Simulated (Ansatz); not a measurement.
CP, doublet: the ladder up to full CI

Geometry: a point of a stretch scan, not a stationary point.

```yaml
atoms:
  - { symbol: C, position_ang: [0.0000, 0.0000, 0.0000] }
  - { symbol: P, position_ang: [0.0000, 0.0000, 1.7390] }
```

Basis 6-31G; Ansatz 0.2.0. Only valence electrons are correlated (noble-gas cores frozen), which leaves 9 electrons in 16 orbitals. R marks a restricted (for open shells ROHF) determinant, U an unrestricted one. Active spaces: pair = (3e, 3o) about the gap; valence = (9e, 8o) chosen from the atoms' valence shells.

Full CI is exact within this basis and frozen core; it isn't the basis-set limit. The frozen core follows each run's orbitals, which can shift R against U totals by a few meV.

Unrestricted rows (U) aren't spin-pure: their determinants' ⟨S²⟩ exceeds S(S+1) by up to 1.35, so they mix in states of higher spin. HF rows are the lowest solutions found. Coupled cluster chose its determinant by trial CCSD, here up to 0.20 eV above the lowest Hartree–Fock solution of its kind, and MP2 stands on that determinant too.

- UHF ⟨S²⟩: 2.097
- T1 diagnostic (RCCSD): 0.0479
- largest doubles amplitude (RCCSD): 0.181
- T1 diagnostic (UCCSD): 0.1209

```
                   level  E − E(full CI) (meV)  share of correlation (%)  wall time
                    RHF†                  5304                         –          –
                     UHF                  3632                     34.03          –
                    RMP2                   389                     92.94          –
                    UMP2                  1653                     69.97          –
                  RCCSD*                   374                     93.22          –
                  UCCSD*                   303                     94.49          –
               RCCSD(T)*                    91                     98.35      1.2 s
               UCCSD(T)*                   150                     97.27      1.6 s
                BCCD(T)*                    91                     98.35     0.96 s
                  RCCSDT                    70                     98.73          –
                  UCCSDT                    75                     98.64          –
               RCCSDT(Q)                     2                     99.97      3.7 s
               UCCSDT(Q)                    30                     99.45      4.3 s
                 RCCSDTQ                    12                     99.78       30 s
                 UCCSDTQ                    10                     99.82       34 s
  CASSCF (valence space)                  1161                     78.92          –
  NEVPT2 (valence space)                   321                     94.16      1.4 s
  MRCISD (valence space)                    39                     99.29          –
MRCISD+Q (valence space)                    11                     99.81      2.1 s
```

An asterisk marks runs whose energy the program itself flagged as in doubt. A dagger marks rows that describe another state than the reference (another or a broken symmetry, a higher spin or other natural occupations), so the difference isn't the method's error.

The correlation energy at full CI, counted from the determinant under the R cluster runs, is -5.506 eV. That run took 39 s on 1 thread of AMD EPYC 9B14, shared host over 1,989,600 determinants.

Run but not shown, since their state, orbitals or frozen core can't be matched to the reference's or they repeat it: CISD, CISDTQ, CASSCF (pair space), NEVPT2 (pair space), MRCISD (pair space), MRCISD+Q (pair space).

Times hold each run's SCF and search for its determinant on a shared host, so for small cases they say little of a method's own cost; they ran on 1 thread of AMD EPYC 9B14. Some runs computed forces too.

The full-CI state has the irrep A1 of C2v, in the program's axes (one component, if the state is degenerate).

Natural occupations of full CI about the gap: 1.979 1.934 1.827 1.827 1.012 0.173 0.173 0.036 0.009 0.007; effectively unpaired electrons, Σ n²(2−n)², 1.42.
